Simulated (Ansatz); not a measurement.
# Low triplet and quintet states of PH₂⁺ by full CI

```xyz
3

P     0.0000   -0.0418    0.0000
H     0.0000    0.6425   -1.2397
H     0.0000    0.6425    1.2397
```

Basis cc-pVDZ; Ansatz 0.2.0. Correlated methods freeze the noble-gas cores, which leaves 6 electrons in 23 orbitals.

From the orbital picture of this species, estimate the order, symmetries and energies of the lowest 4 triplet and 2 quintet states at this geometry (other spins aside; irreps A1, B1, B2, A2 in the program's axes; members of a degenerate level count singly).

Full CI in cc-pVDZ gives:
```csv
2S+1,irrep,energy above the lowest listed (eV)
3,B1,0.000
3,A2,5.028
3,A1,6.364
3,B2,6.628
5,A2,9.137
5,B1,10.956
```

55 s on 1 thread of Intel Xeon, shared host.
